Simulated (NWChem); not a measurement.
Program: NWChem. System: acetylene (C₂H₂), charge 0, spin multiplicity 1, at a geometry optimised with PBE0/def2-SVP. Level: TD-PBE/aug-cc-pVDZ.

The NWChem input:

```
start mol
memory heap 200 mb stack 900 mb global 1100 mb
geometry units angstroms nocenter noautoz
  C      0.000000     0.000000    -0.604265
  C      0.000000     0.000000     0.604265
  H      0.000000     0.000000    -1.679242
  H      0.000000     0.000000     1.679242
  symmetry group D2h
end
basis spherical
  * library aug-cc-pvdz
end
dft
  xc xpbe96 cpbe96
  semidirect memsize 60000000 filesize 0
  iterations 100
end
tddft
  rpa
  nroots 6
  notriplet
  thresh 1e-4
end
task tddft energy
```

Output (cleaned and shortened):

```
             Northwest Computational Chemistry Package (NWChem) 7.3.0
             --------------------------------------------------------

                                NWChem Input Module
                                -------------------

 Scaling coordinates for geometry "geometry" by  1.889725989
 (inverse scale =  0.529177249)

 Turning off AUTOSYM since
 SYMMETRY directive was detected!

                             Geometry "geometry" -> ""
                             -------------------------

 Output coordinates in angstroms (scale by  1.889725989 to convert to a.u.)

  No.       Tag          Charge          X              Y              Z
 ---- ---------------- ---------- -------------- -------------- --------------
    1 C                    6.0000     0.00000000     0.00000000    -0.60426500
    2 C                    6.0000     0.00000000     0.00000000     0.60426500
    3 H                    1.0000     0.00000000     0.00000000    -1.67924200
    4 H                    1.0000     0.00000000     0.00000000     1.67924200

 Effective nuclear repulsion energy (a.u.)      24.6089184991

            Nuclear Dipole moment (a.u.)
            ----------------------------
        X                 Y               Z
 ---------------- ---------------- ----------------
     0.0000000000     0.0000000000     0.0000000000

      Symmetry information
      --------------------

 Group name             D2h
 Group number             26
 Group order               8
 No. of unique centers     2

      Symmetry unique atoms

     1    3


 Summary of "ao basis" -> "" (spherical)
 ------------------------------------------------------------------------------
       Tag                 Description            Shells   Functions and Types
 ---------------- ------------------------------  ------  ---------------------
 *                        aug-cc-pvdz                 on all atoms

  pbe96 is a nonlocal functional; adding pw91lda local functional.

                                 NWChem DFT Module
                                 -----------------

 Summary of "ao basis" -> "ao basis" (spherical)
 ------------------------------------------------------------------------------
       Tag                 Description            Shells   Functions and Types
 ---------------- ------------------------------  ------  ---------------------
 C                        aug-cc-pvdz                9       23   4s3p2d
 H                        aug-cc-pvdz                5        9   3s2p

 Summary of "ao basis" -> "ao basis" (spherical)
 ------------------------------------------------------------------------------
       Tag                 Description            Shells   Functions and Types
 ---------------- ------------------------------  ------  ---------------------
 C                        aug-cc-pvdz                9       23   4s3p2d
 H                        aug-cc-pvdz                5        9   3s2p

      Symmetry analysis of basis
      --------------------------

        ag         16
        au          2
        b1g         2
        b1u        16
        b2g         7
        b2u         7
        b3g         7
        b3u         7

            General Information
            -------------------
          SCF calculation type: DFT
          Wavefunction type:  closed shell.
          No. of atoms     :     4
          No. of electrons :    14
           Alpha electrons :     7
            Beta electrons :     7
          Charge           :     0
          Spin multiplicity:     1
          Use of symmetry is: off; symmetry adaption is: on
          Maximum number of iterations: 100
          AO basis - number of functions:    64
                     number of shells:    28
          Convergence on energy requested:  1.00D-06
          Convergence on density requested:  1.00D-05
          Convergence on gradient requested:  5.00D-04

              XC Information
              --------------
          PerdewBurkeErnzerhof Exchange Functional  1.000
            Perdew 1991 LDA Correlation Functional  1.000 local
           PerdewBurkeErnz. Correlation Functional  1.000 non-local

             Grid Information
             ----------------
          Grid used for XC integration:  medium
          Radial quadrature: Mura-Knowles
          Angular quadrature: Lebedev.
          Tag              B.-S. Rad. Rad. Pts. Rad. Cut. Ang. Pts.
          ---              ---------- --------- --------- ---------
          C                   0.70       49          12.0       434
          H                   0.35       45          14.0       434
          Grid pruning is: on
          Number of quadrature shells:   188
          Spatial weights used:  Erf1

          Convergence Information
          -----------------------
          Convergence aids based upon iterative change in
          total energy or number of iterations.
          Levelshifting, if invoked, occurs when the
          HOMO/LUMO gap drops below (HL_TOL):  1.00D-02
          DIIS, if invoked, will attempt to extrapolate
          using up to (NFOCK): 10 stored Fock matrices.

                    Damping( 0%)  Levelshifting(0.5)       DIIS
                  --------------- ------------------- ---------------
          dE  on:    start            ASAP                start
          dE off:    2 iters        100 iters           100 iters

      Screening Tolerance Information
      -------------------------------
          Density screening/tol_rho:  1.00D-10
          AO Gaussian exp screening on grid/accAOfunc:  14
          CD Gaussian exp screening on grid/accCDfunc:  20
[...]
     2   0 2 0    -10.238256     -5.119128     -5.119128      0.000000
     2   0 1 1     -0.000000     -0.000000     -0.000000      0.000000
     2   0 0 2     -5.348027    -20.567441    -20.567441     35.786856

                                NWChem TDDFT Module
                                -------------------

            General Information
            -------------------
           No. of orbitals :     128
            Alpha orbitals :      64
             Beta orbitals :      64
        Alpha frozen cores :       0
         Beta frozen cores :       0
     Alpha frozen virtuals :       0
      Beta frozen virtuals :       0
         Spin multiplicity :       1
    Number of AO functions :      64
        Use of symmetry is : off
      Symmetry adaption is : on
         Schwarz screening :  0.10D-07

              XC Information
              --------------
   PerdewBurkeErnzerhof Exchange Functional   1.00
     Perdew 1991 LDA Correlation Functional   1.00 local
    PerdewBurkeErnz. Correlation Functional   1.00 non-local

             TDDFT Information
             -----------------
          Calculation type : TDDFT
         Wavefunction type : Restricted singlets
          No. of electrons :      14
           Alpha electrons :       7
            Beta electrons :       7
              No. of roots :       6
          Max subspacesize :    5200
            Max iterations :     100
               Target root :       1
           Target symmetry : none
      Symmetry restriction : off
                 Algorithm : Optimal
        Davidson threshold :  0.10D-03

            Memory Information
            ------------------
          Available GA space size is         144175104 doubles
          Available MA space size is          50656292 doubles
          Length of a trial vector is          399
          Algorithm : Incore multiple tensor contraction
          Estimated peak GA usage is           8516980 doubles
          Estimated peak MA usage is             25800 doubles

    6 smallest eigenvalue differences (eV)
--------------------------------------------------------
  No. Spin  Occ  Vir  Irrep   E(Occ)    E(Vir)   E(Diff)
--------------------------------------------------------
    1    1    7    8 au       -0.263    -0.015     6.731
    2    1    7    9 b1u      -0.263    -0.015     6.731
    3    1    6    8 b1u      -0.263    -0.015     6.731
    4    1    6    9 au       -0.263    -0.015     6.731
    5    1    7   10 b3u      -0.263    -0.003     7.073
    6    1    6   10 b2u      -0.263    -0.003     7.073
--------------------------------------------------------

  Entering Davidson iterations
  Restricted singlet excited states

  Iter   NTrls   NConv    DeltaV     DeltaE      Time
  ----  ------  ------  ---------  ---------  ---------
    1      6       1     0.50E+00   0.10+100        0.9
    2     11       1     0.26E+00   0.20E-01        1.0
    3     21       1     0.91E-01   0.92E-01        1.5
    4     31       2     0.17E-01   0.18E-01        1.3
    5     39       3     0.16E-02   0.14E-03        1.2
    6     45       3     0.16E+00   0.34E-01        1.2
    7     51       4     0.20E-01   0.17E-01        1.0
    8     55       5     0.55E-02   0.12E-03        0.8
    9     57       5     0.26E-02   0.12E-04        0.6
   10     59       5     0.18E-02   0.15E-05        0.5
   11     61       5     0.61E-03   0.12E-05        0.6
   12     63       5     0.25E-03   0.10E-06        0.6
   13     65       6     0.84E-04   0.12E-07        0.6
  ----  ------  ------  ---------  ---------  ---------
  Convergence criterion met

  Ground state ag        -77.227859640419 a.u.

  ----------------------------------------------------------------------------
  Root   1 singlet au             0.247353611 a.u.                6.7308 eV
  ----------------------------------------------------------------------------
     Transition Moments    X  0.00000   Y  0.00000   Z  0.00000
     Transition Moments   XX  0.00000  XY -0.00000  XZ -0.00000
     Transition Moments   YY  0.00000  YZ -0.00000  ZZ  0.00000
     Dipole Oscillator Strength                    0.0000000000
     Electric Quadrupole                           0.0000000000
     Magnetic Dipole                               0.0000000000
     Total Oscillator Strength                     0.0000000000

          sigma_e =   1.8787 Angstrom
          sigma_h =   1.1642 Angstrom
         |d_h->e| =   0.0000 Angstrom
            d_exc =   2.2102 Angstrom
            d_CD1 =   0.7145 Angstrom
            d_CD2 =  -1.5214 Angstrom
            d_CD3 =   2.2102 Angstrom
     Pearson C.C. =  -0.0000

     Occ.    6  b2u ---  Virt.    9  b2g  0.70711 X
     Occ.    7  b3u ---  Virt.    8  b3g -0.70711 X
  ----------------------------------------------------------------------------
  Root   2 singlet au             0.253538991 a.u.                6.8991 eV
  ----------------------------------------------------------------------------
     Transition Moments    X  0.00000   Y  0.00000   Z  0.00000
     Transition Moments   XX  0.00000  XY -0.00000  XZ -0.00000
     Transition Moments   YY  0.00000  YZ -0.00000  ZZ -0.00000
     Dipole Oscillator Strength                    0.0000000000
     Electric Quadrupole                           0.0000000000
     Magnetic Dipole                               0.0000000000
     Total Oscillator Strength                     0.0000000000

          sigma_e =   1.9893 Angstrom
          sigma_h =   1.1642 Angstrom
         |d_h->e| =   0.0000 Angstrom
            d_exc =   2.3059 Angstrom
            d_CD1 =   0.8251 Angstrom
            d_CD2 =  -1.5768 Angstrom
            d_CD3 =   2.3059 Angstrom
     Pearson C.C. =  -0.0010

     Occ.    6  b2u ---  Virt.    9  b2g -0.70651 X
     Occ.    7  b3u ---  Virt.    8  b3g -0.70651 X
  ----------------------------------------------------------------------------
  Root   3 singlet b1u            0.253539026 a.u.                6.8992 eV
  ----------------------------------------------------------------------------
     Transition Moments    X  0.00000   Y  0.00000   Z  0.00000
     Transition Moments   XX -0.00000  XY  0.00000  XZ -0.00000
     Transition Moments   YY -0.00000  YZ -0.00000  ZZ  0.00000
     Dipole Oscillator Strength                    0.0000000000
     Electric Quadrupole                           0.0000000000
     Magnetic Dipole                               0.0000000000
     Total Oscillator Strength                     0.0000000000

          sigma_e =   1.9893 Angstrom
          sigma_h =   1.1642 Angstrom
         |d_h->e| =   0.0000 Angstrom
            d_exc =   2.3059 Angstrom
            d_CD1 =   0.8251 Angstrom
            d_CD2 =  -1.5768 Angstrom
            d_CD3 =   2.3059 Angstrom
     Pearson C.C. =  -0.0010

     Occ.    6  b2u ---  Virt.    8  b3g  0.70651 X
     Occ.    7  b3u ---  Virt.    9  b2g -0.70651 X
  ----------------------------------------------------------------------------
  Root   4 singlet b3u            0.259273156 a.u.                7.0552 eV
  ----------------------------------------------------------------------------
     Transition Moments    X  0.59099   Y -0.00656   Z  0.00000
     Transition Moments   XX  0.00001  XY -0.00000  XZ -0.00000
     Transition Moments   YY  0.00001  YZ  0.00000  ZZ -0.00001
     Dipole Oscillator Strength                    0.0603782897
     Electric Quadrupole                           0.0000000000
     Magnetic Dipole                               0.0000000000
     Total Oscillator Strength                     0.0603782897

          sigma_e =   3.8758 Angstrom
          sigma_h =   1.1642 Angstrom
         |d_h->e| =   0.0000 Angstrom
            d_exc =   4.0467 Angstrom
            d_CD1 =   2.7116 Angstrom
            d_CD2 =  -2.5200 Angstrom
            d_CD3 =   4.0467 Angstrom
     Pearson C.C. =   0.0001

     Occ.    7  b3u ---  Virt.   10  ag  -0.99978 X
  ----------------------------------------------------------------------------
  Root   5 singlet b2u            0.259273156 a.u.                7.0552 eV
  ----------------------------------------------------------------------------
     Transition Moments    X  0.00657   Y  0.59099   Z  0.00000
     Transition Moments   XX  0.00001  XY -0.00000  XZ -0.00000
     Transition Moments   YY  0.00001  YZ  0.00000  ZZ -0.00001
     Dipole Oscillator Strength                    0.0603781889
     Electric Quadrupole                           0.0000000000
     Magnetic Dipole                               0.0000000000
     Total Oscillator Strength                     0.0603781889

          sigma_e =   3.8758 Angstrom
          sigma_h =   1.1642 Angstrom
         |d_h->e| =   0.0000 Angstrom
            d_exc =   4.0467 Angstrom
            d_CD1 =   2.7116 Angstrom
            d_CD2 =  -2.5200 Angstrom
            d_CD3 =   4.0467 Angstrom
     Pearson C.C. =   0.0001

     Occ.    6  b2u ---  Virt.   10  ag  -0.99978 X
  ----------------------------------------------------------------------------
  Root   6 singlet b2g            0.267587334 a.u.                7.2814 eV
  ----------------------------------------------------------------------------
     Transition Moments    X  0.00000   Y  0.00000   Z -0.00000
     Transition Moments   XX  0.00002  XY  0.00000  XZ -0.79125
     Transition Moments   YY  0.00002  YZ  0.64858  ZZ -0.00010
     Dipole Oscillator Strength                    0.0000000000
     Electric Quadrupole                           0.0000001068
     Magnetic Dipole                               0.0000000067
     Total Oscillator Strength                     0.0000001135

          sigma_e =   4.1232 Angstrom
          sigma_h =   1.1645 Angstrom
         |d_h->e| =   0.0000 Angstrom
            d_exc =   4.2838 Angstrom
            d_CD1 =   2.9586 Angstrom
            d_CD2 =  -2.6438 Angstrom
            d_CD3 =   4.2838 Angstrom
     Pearson C.C. =   0.0006

     Occ.    6  b2u ---  Virt.   11  b1u  0.63286 X
     Occ.    7  b3u ---  Virt.   11  b1u -0.77206 X

              Target root =      1
          Target symmetry = none
      Ground state energy =    -77.227859640419
        Excitation energy =      0.247353610617
     Excited state energy =    -76.980506029802

  stored tddft:energy   -76.980506029801631

 Task  times  cpu:       13.2s     wall:       13.2s

 Total times  cpu:       13.2s     wall:       13.2s
```
